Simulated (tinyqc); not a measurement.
Hueckel theory of the pi electrons, for the molecule C=CC=C (SMILES; centres numbered as the heavy atoms are written), step by step. One step of it, computed by the program tinyqc.

Task: Orbitals. Diagonalise; E = alpha + x beta with beta < 0, so the largest x are filled first; degenerate levels share their electrons. P = sum n_i c_ri c_si; each orbital has its largest coefficient positive (the first on a tie).

Hueckel matrix in units of beta (H = alpha + beta A), lower triangle:
```
          1C        2C        3C        4C
1C  0.000000
2C  1.000000  0.000000
3C  0.000000  1.000000  0.000000
4C  0.000000  0.000000  1.000000  0.000000
```

pi electrons, sum of z_r less the charge = 4

Give: x values; occupations; coefficients; charge and bond-order matrix P.

Result:

x values: 1.618  0.618  -0.618  -1.618

occupations: 2.000  2.000  0.000  0.000

coefficients:
```
      MO1     MO2     MO3     MO4
1C  0.372   0.602   0.602  -0.372
2C  0.602   0.372  -0.372   0.602
3C  0.602  -0.372  -0.372  -0.602
4C  0.372  -0.602   0.602   0.372
```

charge and bond-order matrix P, lower triangle:
```
        1C     2C     3C     4C
1C   1.000
2C   0.894  1.000
3C   0.000  0.447  1.000
4C  -0.447  0.000  0.894  1.000
```
